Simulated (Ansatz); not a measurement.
Cartesian coordinates in Å:
```
C 1.557 -1.033 -2.053
C 1.192 -0.048 -0.985
O 1.897 0.848 -0.602
O -0.034 -0.294 -0.508
C -0.520 0.574 0.537
C 0.002 0.099 1.874
C -2.026 0.547 0.442
H 0.830 -0.986 -2.866
H 2.553 -0.812 -2.429
H 1.526 -2.047 -1.648
H -0.139 1.577 0.331
H -0.329 -0.924 2.072
H 1.092 0.131 1.897
H -0.374 0.742 2.673
H -2.361 0.881 -0.542
H -2.459 1.208 1.196
H -2.406 -0.463 0.612
```

The species carries charge 0 and has multiplicity 1.

(1) List the B3LYP/def2-TZVPP orbital energies in eV (Ansatz 0.2.0). (An estimate is asked.)

## Answers

(1) The calculation gave: Occupied: -521.58, -520.00, -280.25, -278.45, -277.02, -276.72, -276.63, -30.19, -27.79, -22.01, -20.34, -19.09, -17.15, -15.23, -13.63, -13.23, -12.96, -12.27, -11.65, -11.50, -10.97, -10.86, -10.51, -10.05, -9.85, -9.24, -8.35, -7.59. Lowest empty: 0.17, 0.84, 1.46, 2.04, 2.26, 2.42, 2.86, 3.03.

B3LYP here is the variant with VWN-RPA as its local correlation; programs differ in this.
